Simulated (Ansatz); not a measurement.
The first iterations of a band of BClH2 + H2 (6 atoms, charge 0, multiplicity 1).

Method: RKS B3LYP/def2-SVP in Ansatz 0.2.0.

```
movable images  : 5
climbing image  : yes
spring          : 50.0 eV/Å²
optimiser       : quadratic models (default)
start path      : through a guess of the saddle point
force threshold : 0.05 eV/Å
iteration limit : 60
end points      : relaxed
```

Initial state:

```xyz
6
Properties=species:S:1:pos:R:3
B -0.015 0.549 0.172
Cl -0.036 1.154 1.812
H 1.050 0.390 -0.360
H -1.066 0.320 -0.361
H 0.111 -2.624 0.426
H 0.074 -2.459 1.168
```

Final state:

```xyz
6
Properties=species:S:1:pos:R:3
B 0.018 -0.263 -0.358
Cl 0.001 -0.154 2.189
H 1.040 0.364 -0.479
H -1.045 0.288 -0.490
H 0.062 -1.469 -0.353
H 0.042 -1.436 2.348
```

| iteration | highest image above the first end (eV) | largest band force component (eV/Å) |
| --- | --- | --- |
| 1 | 2.322 | 9.809 |
| 2 | 1.512 | 3.617 |
| 3 | 1.067 | 1.315 |

Problem. Does the band converge within its limit, and where does its top end?

Solution. The forces met the threshold. It ended after 11 iterations with the highest image 1.078 eV above the first end. Another band between the same ends (5 images) ends at a top of the same energy, where a vibrational analysis finds 1 clearly imaginary mode. The orbitals stay closed-shell, which can raise the energy where a bond breaks towards radicals; this wasn't checked here.

Time of the run: 56 s on 1 thread of Arm Neoverse V2 (shared host), peak memory 0.095 GiB.
